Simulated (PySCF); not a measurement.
System: CH$_{3}$O, net charge 0, doublet state. It need not be the lowest isomer of its formula. SMILES: C[O]
Geometry: optimised at B3LYP-D3(BJ)/def2-TZVP (Ansatz).

Dispersion corrections to the total energy (kcal/mol) from the dftd3 and dftd4 libraries through PySCF: D3(BJ) without and D4 with the three-body term, each with the damping fitted for the functional named.

```tsv
functional	D3(BJ)	D4
B3LYP	-1.52	___
TPSSh	-0.97	-0.90
TPSS	-1.10	-1.01
PW6B95	___	-0.65
CAM-B3LYP	-0.58	-0.58
PBE0	-0.73	___
r2SCAN	-0.22	-0.17
```

Q: Some entries are withheld; supply them.

A: 
- B3LYP, D4: -1.18
- PW6B95, D3(BJ): -0.35
- PBE0, D4: -0.60
